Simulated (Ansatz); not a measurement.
## Ta (bcc): energy against volume

The calculation used Ansatz, DFT, RPBE, plane waves (420 eV) with PAW, scalar-relativistic. The PAW files were generated under PBE, with cores re-solved for the functional.

The cell is scaled uniformly from the relaxed one, with fractional coordinates and shape fixed. Energies are extrapolated to zero smearing, pressures are those at the given smearing. Magnetic state: spin not included.

A Birch-Murnaghan fit gives V₀ = 18.62 Å³/atom, B₀ = 187 GPa, B₀′ = 3.6.

**Question.** What are the energy above the minimum and the pressure at 17.896 Å³/atom?

**Answer.** 17.4 meV/atom and 8.15 GPa as computed.

**Question.** What are the energy above the minimum and the pressure at 20.133 Å³/atom?

**Answer.** 63.6 meV/atom and -12.47 GPa as computed.

**Question.** What are the energy above the minimum and the pressure at 20.878 Å³/atom?

**Answer.** 133.7 meV/atom and -17.10 GPa as computed.
